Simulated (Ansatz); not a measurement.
**What a trial cell of Cd relaxes into**

Theory: Ansatz, DFT PBEsol, scalar-relativistic, plane waves, PAW. Cutoff 420 eV, Γ-centred k mesh, Gaussian smearing, no spin polarisation in the final step.

A relaxed cell is given with its space group left out.

```
CELL_PARAMETERS angstrom
0.00000 2.18871 2.18871
2.18871 0.00000 2.18871
2.18871 2.18871 0.00000
ATOMIC_POSITIONS crystal
Cd 0.00000 0.00000 0.00000
```

Energies count from the standard state of Cd at the same level.

Problem. What space group does it have?

Solution. Fm-3m (No. 225). Conventional cell: a = 4.377 Å. Cd is coordinated by 12 Cd at 3.10 Å.

Problem. How far above the standard state of Cd does it lie?

Solution. 0.01 eV/atom.

Problem. Is it a metal?

Solution. Yes, bands cross the Fermi level on the 22×22×22 mesh.

The final run used a 22×22×22 mesh on its 1-atom cell and 0.10 eV smearing. The k mesh leaves about 4 meV/atom of noise in metals. The cell came from a trial start, so Cd may not exist in this structure.